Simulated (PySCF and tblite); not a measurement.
Values are calculated unless marked as measured or tabulated.
Methane, chlorotrifluoro-, CClF₃, numbered as in [F:1][C:2]([F:3])([F:4])[Cl:5].

GFN2-xTB molecular dynamics (tblite; Langevin, friction 0.005 fs⁻¹, 0.5 fs steps, hydrogen mass 4 u): 100 + 8000 steps at each temperature, started from the lowest conformer, nuclei classical.

GIAO shieldings at KT2/pcSseg-1 (PySCF) on 20 frames a temperature; like atoms are averaged, and of two unlike H on one atom a is the less shielded at the minimum.

Q: How far do thermal motions move the shieldings from their values at the minimum?

A: 
```
  signal  σ at minimum (ppm)     Δσ, 600 K
F1/F3/F4               187.5   -14.8 ± 4.3
      C2                45.7    -2.0 ± 1.4
     Cl5               583.1  -19.7 ± 14.5
```

Errors are standard errors over frames. Zero-point motion is missing, and a reference compound would move too.

Q: What do the single frames at 600 K give for Cl5?

A: 
```tsv
t (fs)	V above the minimum, tight binding (kcal/mol)	E above it, DFT (kcal/mol)	torsions (°)	σ (ppm)
150	3.6	4.9	none	621.1
350	5.7	6.8	none	588.1
550	10.1	13.8	none	607.4
750	12.8	14.9	none	579.9
950	2.5	2.9	none	561.6
1150	4.0	5.5	none	518.3
1350	7.1	8.1	none	524.9
1550	8.3	10.1	none	411.6
1750	3.0	3.8	none	568.9
1950	5.9	7.2	none	595.7
2150	10.6	13.5	none	484.3
2350	7.1	8.4	none	585.0
2550	6.3	8.8	none	515.7
2750	12.2	12.2	none	583.9
2950	9.7	12.6	none	503.0
3150	5.5	6.9	none	646.4
3350	2.9	4.0	none	680.2
3550	11.2	15.2	none	539.0
3750	4.4	4.9	none	651.2
3950	4.3	5.4	none	502.1
```

Changes within two standard errors are not significant.
